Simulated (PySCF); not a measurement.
| atom | x (Å) | y (Å) | z (Å) |
| --- | --- | --- | --- |
| C | -0.0180 | -0.0040 | -0.4863 |
| C | -0.0150 | -0.0164 | 0.7373 |
| H | -0.0018 | -0.0074 | -1.5562 |

Basis set: cc-pVTZ (spherical functions). Left uncorrelated: 2 orbitals. Charge 1, multiplicity 1.

Starred EOM-CCSD(T)(a) on the restricted Hartree–Fock determinant with PySCF 2.14.0; the energies are vertical.

(1) The solver was asked for the few lowest roots only. Give the electron affinities of singlet C2H(+) among them whose weight of singles is over 0.7 (positive where the electron binds).

## Answers

(1)

| root | energy (eV) | weight of singles |
| --- | --- | --- |
| 1 | 13.24 | 0.96 |

Higher main lines weren't sought.
